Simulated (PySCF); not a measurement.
Spin-rotation constants: SMILES CC[PH2+]C, [C3H10P]+, charge +1

Molfile (atoms numbered from 1):
```
C3H10P
     RDKit          3D

 14 13  0  0  0  0  0  0  0  0999 V2000
   -2.1058   -0.1423    0.0371 C   0  0  0  0  0  0  0  0  0  0  0  0
   -0.6815   -0.6828    0.1662 C   0  0  0  0  0  0  0  0  0  0  0  0
    0.5330    0.6236   -0.1548 P   0  0  0  0  0  0  0  0  0  0  0  0
    2.2459    0.0843   -0.0261 C   0  0  0  0  0  0  0  0  0  0  0  0
   -2.2918    0.6563    0.7525 H   0  0  0  0  0  0  0  0  0  0  0  0
   -2.2947    0.2377   -0.9650 H   0  0  0  0  0  0  0  0  0  0  0  0
   -2.8171   -0.9402    0.2329 H   0  0  0  0  0  0  0  0  0  0  0  0
   -0.5052   -1.4957   -0.5468 H   0  0  0  0  0  0  0  0  0  0  0  0
   -0.5020   -1.0763    1.1728 H   0  0  0  0  0  0  0  0  0  0  0  0
    0.3086    1.1529   -1.4049 H   0  0  0  0  0  0  0  0  0  0  0  0
    0.3124    1.6699    0.7112 H   0  0  0  0  0  0  0  0  0  0  0  0
    2.4373   -0.7132   -0.7468 H   0  0  0  0  0  0  0  0  0  0  0  0
    2.9200    0.9176   -0.2306 H   0  0  0  0  0  0  0  0  0  0  0  0
    2.4403   -0.2921    0.9802 H   0  0  0  0  0  0  0  0  0  0  0  0
  1  2  1  0
  2  3  1  0
  3  4  1  0
  1  5  1  0
  1  6  1  0
  1  7  1  0
  2  8  1  0
  2  9  1  0
  3 10  1  0
  3 11  1  0
  4 12  1  0
  4 13  1  0
  4 14  1  0
M  CHG  1   3   1
M  END
```

The calculation used GIAO B3LYP/pcSseg-1 magnetisability, rotational g tensor and spin-rotation constants, non-relativistic, gas phase (PySCF). Geometry: GFN2-xTB.

For an ion the centre-of-mass motion in the field is neglected.

Task: Give the nuclear spin-rotation constants along the inertial axes (H = +C I·J) beside the isotropic shieldings.

Result: Rotational constants 16.2120, 2.8404, 2.5941 GHz. A star marks the isotopologue with that one atom substituted, in its own axes.
```csv
atom,isotope,Caa (kHz),Cbb (kHz),Ccc (kHz),mean (kHz),σ (ppm)
P3,31P,21.459,4.389,4.277,10.042,346.0
H5,1H,-1.853,-0.252,-0.119,-0.741,30.4
H6,1H,-1.853,-0.252,-0.119,-0.741,30.4
H7,1H,-0.602,-0.197,-0.323,-0.374,29.4
H8,1H,-1.982,-0.220,-0.115,-0.772,29.2
H9,1H,-1.982,-0.220,-0.115,-0.772,29.2
H10,1H,-2.017,-0.189,-0.056,-0.754,26.5
H11,1H,-2.017,-0.189,-0.056,-0.754,26.5
H12,1H,-1.898,-0.243,-0.131,-0.757,29.6
H13,1H,-0.705,-0.214,-0.346,-0.421,29.5
H14,1H,-1.898,-0.243,-0.131,-0.757,29.6
C1,13C*,2.116,0.383,0.344,0.948,170.9
C2,13C*,2.173,0.403,0.399,0.992,163.8
C4,13C*,1.939,0.328,0.311,0.859,179.7
```
For the geometry as given, no vibrational averaging.

Task: How do the rotational constants and the g tensor change when H5, H6, H7, H8, H9, H10, H11, H12, H13, H14 are replaced by deuterium?

Result: Constants 10.3670, 2.2431, 2.0584 GHz; g 0.0440, 0.0121, 0.0108, against 0.0683, 0.0153, 0.0136 before.
